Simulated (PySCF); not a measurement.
C₄H₇F.
Z-matrix (Å and degrees, PBE0-D3(BJ)/def2-SVP geometry), rows numbered from 1:
```
F 
C   1  1.3655
C   2  1.5284  1  117.31
C   3  1.5422  2   87.30  1  -141.54
C   2  1.5285  1  117.31  3  -104.63
H   2  1.1041  1  108.06  3   127.69
H   3  1.1009  2  109.13  1   -30.02
H   3  1.0997  2  118.80  1    96.03
H   4  1.0989  3  117.71  2   141.36
H   4  1.1005  3  111.86  2   -92.29
H   5  1.1009  2  109.13  1    30.02
H   5  1.0997  2  118.80  1   -96.03
```

Computed with PBE0-D3(BJ)/def2-SVP geometry optimisation, gas phase in PySCF 2.14.0.

Masses are those of the commonest isotopes; rigid-rotor values at the optimised geometry. The values belong to one conformer with, in the numbering `[F:1][CH:2]1[CH2:3][CH2:4][CH2:5]1`, F1–C2–C3–C4 -142°, C2–C3–C4–C5 21°, C3–C4–C5–C2 -21°, F1–C2–C5–C4 142°.

(1) Give the principal moments of inertia and the rotational constants in MHz.

(2) What kind of rotor is it?

(3) What does the inertial defect say?

(4) Give the coordinates in the principal-axis frame, origin at the centre of mass.

(5) Where do the levels up to J = 3 lie, in MHz?

(6) Which lines would a microwave search look for?

## Answers

(1) Ia = 48.75, Ib = 116.94, Ic = 146.91 u·Å²; 505379 MHz·u·Å²/I gives A = 10366, B = 4322, C = 3440 MHz.

(2) An asymmetric top. Ray's parameter κ = (2B − A − C)/(A − C) = -0.745; −1 is the prolate and +1 the oblate limit.

(3) Not planar: Δ = Ic − Ia − Ib = -18.78 u·Å². For a rigid frame Δ = −2 Σ m c², so Σ m c² = 9.39 u·Å² lies off the ab plane: 6.92 from hydrogen and 2.47 from heavier atoms. The atom farthest from that plane is 1.50 Å away.

(4) The sense of each axis is arbitrary; atoms in the order of the calculation.
```tsv
atom	mass (u)	a (Å)	b (Å)	c (Å)
F1	18.998	1.706	0.000	0.141
C2	12.000	0.451	0.000	-0.398
C3	12.000	-0.521	1.075	0.088
C4	12.000	-1.625	0.000	0.028
C5	12.000	-0.521	-1.075	0.088
H6	1.008	0.551	0.000	-1.497
H7	1.008	-0.277	1.337	1.129
H8	1.008	-0.630	1.996	-0.502
H9	1.008	-2.382	0.000	0.824
H10	1.008	-2.144	0.000	-0.942
H11	1.008	-0.277	-1.337	1.129
H12	1.008	-0.630	-1.996	-0.502
```

(5) Above 0(0,0):
J = 1: 1(0,1) 7762, 1(1,1) 13806, 1(1,0) 14688
J = 2: 2(0,2) 23196, 2(1,2) 28449, 2(1,1) 31093, 2(2,1) 49227, 2(2,0) 49317
J = 3: 3(0,3) 46129, 3(1,3) 50358, 3(1,2) 55642, 3(2,2) 72513, 3(2,1) 72955, 3(3,1) 104993, 3(3,0) 104999

(6) The dipole components are |μa| = 1.61 D, |μb| = 0.00 D, |μc| = 0.48 D; the mirror of this Cs structure is the ac plane, so μb vanishes by symmetry and there are no b-type lines. Intensities carry the squares of the components, which stand as 1.00 : 0.09 (a : c). Some lines, for components of 0.1 D or more:

| type | branch | J(Ka,Kc) | MHz | lower level (cm⁻¹) |
| --- | --- | --- | --- | --- |
| a | Q | 3(2,1) ← 3(2,2) | 442 | 2.419 |
| a | Q | 2(1,1) ← 2(1,2) | 2645 | 0.949 |
| c | Q | 3(1,3) ← 3(0,3) | 4229 | 1.539 |
| c | Q | 2(1,2) ← 2(0,2) | 5252 | 0.774 |
| c | Q | 1(1,1) ← 1(0,1) | 6045 | 0.259 |
| a | R | 1(0,1) ← 0(0,0) | 7762 | 0.000 |
| a | R | 2(0,2) ← 1(0,1) | 15434 | 0.259 |
| a | R | 2(1,1) ← 1(1,0) | 16405 | 0.490 |
| c | Q | 3(2,2) ← 3(1,2) | 16870 | 1.856 |
| c | Q | 2(2,1) ← 2(1,1) | 18134 | 1.037 |
| a | R | 3(2,2) ← 2(2,1) | 23286 | 1.642 |
| c | R | 2(1,1) ← 1(0,1) | 23332 | 0.259 |
| a | R | 3(1,2) ← 2(1,1) | 24549 | 1.037 |
| c | Q | 3(3,1) ← 3(2,1) | 32038 | 2.434 |
| c | R | 3(1,2) ← 2(0,2) | 32446 | 0.774 |
| c | R | 2(2,1) ← 1(1,1) | 35421 | 0.461 |
| c | R | 3(2,1) ← 2(1,1) | 41861 | 1.037 |
| c | R | 3(3,1) ← 2(2,1) | 55766 | 1.642 |

Whether it is a minimum is left open (no frequencies). These are rigid-rotor constants of the computed structure; measured ground-state constants (B0) also hold zero-point vibration.
